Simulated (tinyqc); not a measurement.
Inside a calculation. Method: ROHF in the sto-3g basis, for CH3, spin multiplicity 2. One step of it, computed by the program tinyqc.

Question. Iteration 1: diagonalisation and new density. Diagonalise F' = X^T F X, C = X C', fill 5 alpha and 4 beta electrons from the bottom; D(s) = C_occ C_occ^T. Each column has its largest component positive (the first on a tie).

effective F (hartree):
```
            1C 1s      1C 2s     1C 2px     1C 2py     1C 2pz      2H 1s      3H 1s      4H 1s
1C 1s   -9.399222  -2.625010   0.000004   0.000000   0.001794  -0.573879  -0.574021  -0.574021
1C 2s   -2.625010  -0.881370   0.000040   0.000000   0.067873  -0.383037  -0.383109  -0.383109
1C 2px   0.000004   0.000040   0.266503   0.000000  -0.000004  -0.149452   0.074752   0.074752
1C 2py   0.000000   0.000000   0.000000   0.266503   0.000000   0.000000  -0.129440   0.129440
1C 2pz   0.001794   0.067873  -0.000004   0.000000   0.674915   0.028255   0.028259   0.028259
2H 1s   -0.573879  -0.383037  -0.149452   0.000000   0.028255  -0.015938  -0.119580  -0.119580
3H 1s   -0.574021  -0.383109   0.074752  -0.129440   0.028259  -0.119580  -0.015988  -0.119615
4H 1s   -0.574021  -0.383109   0.074752   0.129440   0.028259  -0.119580  -0.119615  -0.015988
```

X:
```
                1          2          3          4          5          6          7          8
1C 1s   -0.344062   0.000000  -0.000154   0.870905   0.424821   0.000000   0.000033   0.167055
1C 2s    1.383839   0.000000   0.000460  -0.043933   0.067198   0.000000   0.000065   0.460236
1C 2px  -0.000478   0.000000   1.057570   0.000006  -0.000002   0.000000   0.611583  -0.000058
1C 2py   0.000000   1.057577   0.000000   0.000000   0.000000   0.611600   0.000000   0.000000
1C 2pz  -0.110830   0.000000  -0.000032  -0.455348   0.886976   0.000000  -0.000002  -0.036665
2H 1s   -0.651240   0.000000  -0.964042  -0.158575  -0.077491   0.000000   0.447416   0.298406
3H 1s   -0.651880  -0.834739   0.481692  -0.158545  -0.077477   0.387435  -0.223653   0.298479
4H 1s   -0.651880   0.834739   0.481692  -0.158545  -0.077477  -0.387435  -0.223653   0.298479
```

Give: F' = X^T F X; orbital energies; coefficients C; D(alpha) after iteration 1; D(beta) after iteration 1.

Answer.

F' = X^T F X (hartree):
```
         1       2        3        4        5       6        7        8
1   0.6746  0.0000  -0.0002   0.7086   0.3426  0.0000   0.0000   0.1660
2   0.0000  0.8996   0.0000   0.0000   0.0000  0.1314   0.0000   0.0000
3  -0.0002  0.0000   0.8995   0.0004   0.0002  0.0000   0.1314   0.0001
4   0.7086  0.0000   0.0004  -6.3361  -3.6336  0.0000  -0.0004  -2.6634
5   0.3426  0.0000   0.0002  -3.6336  -1.2007  0.0000  -0.0002  -1.3689
6   0.0000  0.1314   0.0000   0.0000   0.0000  0.0081   0.0000   0.0000
7   0.0000  0.0000   0.1314  -0.0004  -0.0002  0.0000   0.0081  -0.0002
8   0.1660  0.0000   0.0001  -2.6634  -1.3689  0.0000  -0.0002  -1.4115
```

orbital energies (hartree): MO1 -9.4103, MO2 -0.2960, MO3 -0.0109, MO4 -0.0109, MO5 0.6746, MO6 0.7580, MO7 0.9185, MO8 0.9185

coefficients C:
```
            MO1      MO2      MO3      MO4      MO5      MO6      MO7      MO8
1C 1s    0.9896  -0.2146   0.0000   0.0000  -0.0904  -0.2276   0.0001   0.0000
1C 2s    0.0452   0.5932   0.0001   0.0000   0.4476   1.2566  -0.0007   0.0000
1C 2px   0.0000  -0.0001   0.4542   0.0000   0.0001   0.0005   1.1341   0.0000
1C 2py   0.0000   0.0000   0.0000   0.4542   0.0000   0.0000   0.0000   1.1341
1C 2pz  -0.0014  -0.0545   0.0000   0.0000   0.9287  -0.3772   0.0001   0.0000
2H 1s   -0.0087   0.2624   0.5806   0.0000  -0.1849  -0.6650  -0.8897   0.0000
3H 1s   -0.0087   0.2624  -0.2902   0.5027  -0.1848  -0.6645   0.4454  -0.7708
4H 1s   -0.0087   0.2624  -0.2902  -0.5027  -0.1848  -0.6645   0.4454   0.7708
```

D(alpha) after iteration 1:
```
          1C 1s    1C 2s   1C 2px   1C 2py   1C 2pz    2H 1s    3H 1s    4H 1s
1C 1s    1.0334  -0.1230   0.0000   0.0000  -0.0736  -0.0482  -0.0482  -0.0482
1C 2s   -0.1230   0.5543   0.0000   0.0000   0.3833   0.0725   0.0725   0.0725
1C 2px   0.0000   0.0000   0.2063   0.0000   0.0001   0.2637  -0.1318  -0.1318
1C 2py   0.0000   0.0000   0.0000   0.2063   0.0000   0.0000   0.2283  -0.2283
1C 2pz  -0.0736   0.3833   0.0001   0.0000   0.8654  -0.1860  -0.1859  -0.1859
2H 1s   -0.0482   0.0725   0.2637   0.0000  -0.1860   0.4401  -0.0654  -0.0654
3H 1s   -0.0482   0.0725  -0.1318   0.2283  -0.1859  -0.0654   0.4401  -0.0654
4H 1s   -0.0482   0.0725  -0.1318  -0.2283  -0.1859  -0.0654  -0.0654   0.4401
```

D(beta) after iteration 1:
```
          1C 1s    1C 2s   1C 2px   1C 2py   1C 2pz    2H 1s    3H 1s    4H 1s
1C 1s    1.0253  -0.0826   0.0000   0.0000   0.0103  -0.0649  -0.0649  -0.0649
1C 2s   -0.0826   0.3539   0.0000   0.0000  -0.0324   0.1553   0.1553   0.1553
1C 2px   0.0000   0.0000   0.2063   0.0000   0.0000   0.2637  -0.1318  -0.1318
1C 2py   0.0000   0.0000   0.0000   0.2063   0.0000   0.0000   0.2283  -0.2283
1C 2pz   0.0103  -0.0324   0.0000   0.0000   0.0030  -0.0143  -0.0143  -0.0143
2H 1s   -0.0649   0.1553   0.2637   0.0000  -0.0143   0.4060  -0.0996  -0.0996
3H 1s   -0.0649   0.1553  -0.1318   0.2283  -0.0143  -0.0996   0.4059  -0.0996
4H 1s   -0.0649   0.1553  -0.1318  -0.2283  -0.0143  -0.0996  -0.0996   0.4059
```
